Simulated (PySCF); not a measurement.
methoxyethane (C₃H₈O), SMILES CCOC. Atoms are numbered in the order given.

```xyz
12

C      1.4760     0.5819     0.3914
C      0.6578    -0.5925    -0.1373
O     -0.5803    -0.2200    -0.7011
C     -1.5651     0.1462     0.2265
H      2.4657     0.2360     0.7306
H      1.6233     1.3328    -0.4007
H      0.9877     1.0767     1.2457
H      1.2132    -1.0977    -0.9440
H      0.5019    -1.3406     0.6691
H     -1.3183     1.0746     0.7783
H     -1.7452    -0.6536     0.9749
H     -2.4988     0.3185    -0.3289
```

Coordinates come from a B3LYP-D3(BJ)/def2-SVP optimisation. Other conformers were not sampled.

Computed with PBE/pcSseg-1 (PySCF).

GIAO shieldings, no solvent; atoms listed in one row are averaged. δ = σ(ref) − σ: ¹³C against TMS (σ = 182.0 ppm); ¹⁷O against H2O (σ = 334.3 ppm); ¹H against TMS (σ = 31.49 ppm), references at their B3LYP-D3(BJ)/def2-TZVP geometries, non-relativistic.

Computed chemical shifts:
```csv
nucleus,atoms,count,δ (ppm)
¹³C,C2,1,74.6
¹³C,C4,1,60.8
¹³C,C1,1,15.8
¹⁷O,O3,1,41.4
¹H,H8,1,4.27
¹H,"H10, H11, H12",3,3.66
¹H,H9,1,3.51
¹H,"H5, H6, H7",3,1.38
```
